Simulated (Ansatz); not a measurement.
**Structure relaxation of Mo3H2**

All numbers below come from DFT PBE, scalar-relativistic, plane waves, PAW (Ansatz 0.2.0).

Mo3H2 was placed on the sites of a reported Ga3Ni2 cell (P-3m1, No. 164), with H in place of Ni, Mo in place of Ga, at a guessed volume.

Input of the last, converged step (default PAW datasets):

```yaml
crystal:
  lattice:
    - [4.3145508113, 0.0, 0.0]
    - [-2.1572754057, 3.7365106085, 0.0]
    - [0.0, 0.0, 3.4269042551]
  atoms:
    - { symbol: H, position: [0.3333333333, 0.6666666667, 0.1908675831] }
    - { symbol: H, position: [0.6666666667, 0.3333333333, 0.8091324169] }
    - { symbol: Mo, position: [0.0, 0.0, 0.0] }
    - { symbol: Mo, position: [0.3333333333, 0.6666666667, 0.691883124] }
    - { symbol: Mo, position: [0.6666666667, 0.3333333333, 0.308116876] }
basis:
  ecutwfc: 420
kpoints:
  mp_grid: { grid: [12, 12, 12] }
hamiltonian:
  xc: pbe
scf:
  occupations: { method: gaussian, width: 0.1 }
output:
  forces: true
  stress: true
  eigenvalues: true
  write_density: true
  write_potential: true
  elf: true
  volumetric_format: npy
relax:
  adjacent_minimum: "off"
  f_tol: 0.01
  max_steps: 80
  cell: { stress_tol: 0.05 }
```

Launched as:

```bash
ansatz run input.yaml --threads 1 --pin off --max-ram 2560MiB --backend cpu --events-out ev --progress --plain --runs-dir out
```

The run took 64 s on 1 thread of Arm Neoverse V2, with other jobs on the host, peak memory 0.49 GiB.

End of the output:

```
SCF converged after 8 iterations
Free energy (F): -14896.792475 eV
Harris-Foulkes:  -14896.792475 eV  (|F-HF|=3.64e-12)
Internal energy: -14896.778078 eV  (E = F + TS)
E sigma→0 (E₀):  -14896.785277 eV
Entropy (-TS):   -0.014397 eV (-2.879 meV/atom)
Fermi energy:    18.304967 eV
--- Per-component energies (eV) ---
  E_band       = -266.173149
  E_kinetic    = 1352.744633
  E_local      = -2701.545280  (includes V_loc(G=0)·N_el)
  E_nonlocal   = 434.393435
  E_hartree    = 896.159796
  E_xc         = -567.946878
  E_vxc        = -709.704314  (∫ρ·V_xc dr)
  E_paw        = -9605.820606  (= ΣΔE_a)
  E_vpaw       = -434.378840  (= ΣTr[D̂ρ^β])
  E_aug_tail   = -0.002373  (compensation charges beyond the density's cutoff)
  E_ewald      = -4704.760805
  E_smearing   = -0.014397  (= −TS)
  E_closure    = 0.000000  (closes the sum)
  Σ components = -14896.792475   (vs F -14896.792475, Δ=0.00e0)
--- Forces (eV/Å), atoms counted from 1 ---
  atom   1  H      0.00000000     0.00000000     0.00193334
  atom   2  H      0.00000000     0.00000000    -0.00193334
  atom   3  Mo     0.00000000     0.00000000     0.00000000
  atom   4  Mo     0.00000000     0.00000000    -0.00030228
  atom   5  Mo     0.00000000     0.00000000     0.00030228
  max |Σ_I F_I| component: 9.25e-18 eV/Å
--- Stress (GPa, compression-positive) ---
       -0.020808       0.000000       0.000000
        0.000000      -0.020808       0.000000
        0.000000       0.000000       0.004776
  P = ⅓ Tr σ = -0.0123 GPa (-0.123 kbar)
--- Relaxed structure (3 steps of the walk, 3 accepted, 1 SCFs on fresh bases) ---
  F+E_penalty+E_count = -14896.79247535 eV   max|allowed force component| = 1.933e-3 eV/Å   (the final SCF, on the basis selected at the relaxed cell)
  cell:  # Å, volume = 55.3182 Å³
    - [4.316552, 0.000000, 0.000000]
    - [-2.158276, 3.738244, 0.000000]
    - [0.000000, 0.000000, 3.428177]
  atoms:
    - { symbol: H, position: [0.333333, 0.666667, 0.192098] }
    - { symbol: H, position: [0.666667, 0.333333, 0.807902] }
    - { symbol: Mo, position: [0.000000, 0.000000, 0.000000] }
    - { symbol: Mo, position: [0.333333, 0.666667, 0.692383] }
    - { symbol: Mo, position: [0.666667, 0.333333, 0.307617] }
```

Absolute energies hang on the potentials; compare differences alone.

The result has space group P-3m1 (No. 164). H has 2 Mo at 1.71–1.72 Å; around Mo on Wyckoff site a (1 atom of the primitive cell) lie 6 H at 2.58 Å and 6 Mo at 2.71 Å; around Mo on Wyckoff site d (2 atoms of the primitive cell) lie 2 H at 1.71–1.72 Å.

Against the elements it lies at 0.61 eV/atom. Energies over the elements count from the elements' standard structures at the same level (H₂ as a molecule), with no empirical corrections.

For metals, differences of a few meV/atom aren't resolved.

A structure relaxed within its symmetry needn't be a true minimum.